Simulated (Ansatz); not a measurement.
Stepwise reaction of dichlorosilane with hydrogen fluoride, as a gas-phase model of exchange steps in deposition or etching. ΔE in kJ/mol; ΔG adds harmonic PBE0-D4 terms to CCSD(T)/CBS, at 1 bar.

Computed with Ansatz on PBE0-D4/def2-TZVP structures; ΔE is electronic, products minus reactants. CCSD(T)/CBS is the MP2 limit (def2-TZVPP, def2-QZVPP) plus CCSD(T) − MP2 in def2-TZVPP, frozen cores. This one scheme is used for every species. DFT in def2-TZVPP. B3LYP here is the variant with VWN-RPA as its local correlation; programs differ in this.

```json
{"step": "1", "reaction": "`Cl[SiH2]Cl` + H–F → `F[SiH2]Cl` + HCl", "PBE-D4": "-35.0", "B3LYP-D4": "-45.0", "ωB97M-V": "-43.3", "CCSD(T)/CBS": "-40.7", "ΔG(400 K)": "-47.7"}
{"step": "2", "reaction": "`F[SiH2]Cl` + H–F → `F[SiH2]F` + HCl", "PBE-D4": "-39.0", "B3LYP-D4": "-49.3", "ωB97M-V": "-47.3", "CCSD(T)/CBS": "-46.0", "ΔG(400 K)": "-48.3"}
```

Question: By hand: ΔE of the 2 steps together at CCSD(T)/CBS.

Answer: (-40.7) + (-46.0) = -86.7 kJ/mol, or -43.4 kJ/mol a step.

In ΔE each step is lower than the one before. All are downhill at CCSD(T)/CBS. ΔG lies between -48.3 and -47.7 kJ/mol a step. PBE-D4 differs from CCSD(T)/CBS by 5.7 to 7.0 kJ/mol a step. Isolated molecules leave out the surface, adducts and barriers. Largest T1 diagnostic: 0.012.
